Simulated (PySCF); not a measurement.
disulfur monoxide: calculation against experiment

**What was measured.**

NIST CCCBDB Release 22 (SRD 101), experimental dipoles lists, for the gas: dipole moment (microwave Stark effect, vibrational ground state) 1.47 ± 0.02 D.

The runs below try to reproduce these values; the comparison stands at the end.

Species: disulfur monoxide, S₂O.
SMILES with atom numbers: `[O:1]=[S:2]=[S:3]`

Structure used (PBE0-D3(BJ)/def2-TZVP), in Å, numbered top down from 1:
```
atom  x, y, z in Å
O1    -1.209    0.522   -0.387
S2    -0.076   -0.385   -0.452
S3     1.292   -0.172    0.820
```

The PySCF runs (gas phase, on this PBE0-D3(BJ)/def2-TZVP geometry; no spin–orbit coupling):

| level | job | basis functions | wall time |
| --- | --- | --- | --- |
| PBE0-D3(BJ)/def2-TZVP, grid level 2 | geometry optimisation from a GFN2-xTB start shaken at random | 105 | 11 s |
| B97-2/pcSseg-2 | shieldings | 122 | 3.1 s |
| KT3/pcSseg-2 | shieldings | 122 | 5.0 s |
| PBE0/pcSseg-2 | shieldings, charges and field gradients, density and orbital grids written | 122 | 5.5 s |
| wB97X-D/pcSseg-2 | shieldings | 122 | 4.1 s |
| CAM-B3LYP/aug-cc-pVTZ | 10 singlets by full TDDFT, 4 Tamm–Dancoff triplets, polarisability | 146 | 6.0 s |
| PBE0/aug-cc-pVTZ | 10 singlets by full TDDFT, 4 Tamm–Dancoff triplets, polarisability, dynamic polarisability, density and orbital grids written | 146 | 7.2 s |
| wB97X-D/aug-cc-pVTZ | 10 singlets by full TDDFT, 4 Tamm–Dancoff triplets, polarisability, ΔSCF ions | 146 | 33 s |

Hardware: an Arm Neoverse V1 with one thread, on a shared host.

## Comparison

**Dipole moment.** Measured: 1.47 D (NIST CCCBDB Release 22 (SRD 101), experimental dipoles).

| level | computed (D) | computed − measured (D) | % (from the printed values) |
| --- | --- | --- | --- |
| PBE0-D3(BJ)/def2-TZVP | 1.49 | +0.02 | +1 |
| B97-2/pcSseg-2 | 1.56 | +0.09 | +6 |
| KT3/pcSseg-2 | 1.40 | -0.07 | -5 |
| PBE0/pcSseg-2 | 1.57 | +0.10 | +7 |
| wB97X-D/pcSseg-2 | 1.62 | +0.15 | +10 |
| CAM-B3LYP/aug-cc-pVTZ | 1.58 | +0.11 | +7 |
| PBE0/aug-cc-pVTZ | 1.46 | -0.01 | -1 |
| wB97X-D/aug-cc-pVTZ | 1.49 | +0.02 | +1 |

Closest is PBE0/aug-cc-pVTZ (-0.01 D), furthest wB97X-D/pcSseg-2 (+0.15 D); one molecule doesn't rank methods. The computed dipoles belong to one fixed geometry; measured ones are averaged over vibrations unless marked μe. Magnitudes are compared, not signs.

No measured geometry was used, and the causes of the misses weren't examined.
